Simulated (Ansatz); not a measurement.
# B2HSi: the cost of one run

The runs use Ansatz 0.2.0, Gaussian basis; UKS PBE0/def2-TZVP.

## (1) The starting structure

4 atoms, charge 0, spin multiplicity 4.

Atoms are counted from 1 here; the program's logs count them from 0.

Bond lengths: B1–B2 1.514 Å, B2–Si3 1.985 Å, B2–H4 1.190 Å. Angles: B1–B2–Si3 123.1°, B1–B2–H4 127.9°, Si3–B2–H4 109.0°.

As a file:

```xyz
4
B2HSi
B    -2.0070   -0.2196    0.0151
B    -0.7345    0.5990   -0.0299
Si    1.0779   -0.2101    0.0090
H    -0.6289    1.7826   -0.0917
```

The start was built by rule and, where that kept it together, relaxed with GFN2-xTB. Sticks and bond lists go by distance. 

## (2) The run

The input, in.yaml:

```yaml
crystal:
  periodic: [false, false, false]
  atoms:
    - {symbol: B, position_ang: [-2.007022, -0.219557, 0.015096]}
    - {symbol: B, position_ang: [-0.734453, 0.599049, -0.029867]}
    - {symbol: Si, position_ang: [1.077851, -0.210054, 0.008978]}
    - {symbol: H, position_ang: [-0.628914, 1.782624, -0.091716]}
basis:
  gaussian: {orbitals: def2-TZVP}
magnetization: {spin_polarized: true, initial_magnetization: 3}
hamiltonian: {xc: pbe0}
relax: {f_tol: 0.004, max_steps: 80}
```

On the command line:

```
$ ansatz run in.yaml --threads 1 --pin off --events-out ev --progress --plain --max-ram 2176MiB
```

Q: Estimate wall time and peak memory on 1 thread of Intel Xeon 6975P-C, shared host.

About 38 s, with a peak of 0.25 GiB.
